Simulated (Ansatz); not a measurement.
Consider the formal hydrolysis of a C–F bond: `C/N=C(/C)F` + H₂O → `C/N=C(\C)O` + H–F.

Gas-phase electronic energies from Ansatz, PBE0-D4/def2-TZVP geometries. CBS: MP2 limit from def2 TZ/QZ plus the TZ coupled-cluster correction, frozen cores. This one scheme is used for every species. Double bonds are as drawn, so ΔE can hold a change between cis and trans. Functionals use def2-TZVPP. Each species was taken in one conformer, which may not be the lowest.

Question: Is it downhill or uphill in electronic energy at CCSD(T)/CBS, and by how much? (An estimate is asked.)

Answer: Ansatz gave: Downhill: ΔE = -14.1 kJ/mol.

Question: What do these levels give: BLYP-D4, ωB97X-V, ωB97M-V, PBE, r2SCANh, CCSD/def2-SVP, CCSD(T)/def2-SVP, HF/def2-TZVPP, MP2/def2-TZVPP, CCSD/def2-TZVPP, HF/def2-QZVPP, SCS-MP2/def2-QZVPP? (Estimate.)

Answer: The calculation gave: BLYP-D4 -7.3, ωB97X-V -10.0, ωB97M-V -10.5, PBE -8.4, r2SCANh -9.2, CCSD/def2-SVP -11.3, CCSD(T)/def2-SVP -12.5, HF/def2-TZVPP -2.6, MP2/def2-TZVPP -19.1, CCSD/def2-TZVPP -11.9, HF/def2-QZVPP -2.4, SCS-MP2/def2-QZVPP -14.1 kJ/mol.

Largest T1 diagnostic among the species: 0.013.

The D4 term adds −4.9 kJ/mol with B3LYP and −2.6 kJ/mol with PBE0; it sums over pairs of atoms, weighted by their polarisabilities, and B3LYP, whose exchange is more repulsive, gets the larger term. Leaving LDA and LC-ωPBE aside and taking each functional with its dispersion term where it has one, the values, not all of them listed here, spread over 8.7 kJ/mol, from PBE-QIDH to B97M-V. LDA lies −9.6 kJ/mol from PBE without D4.

B3LYP here is the variant with VWN-RPA as its local correlation; programs differ in this.
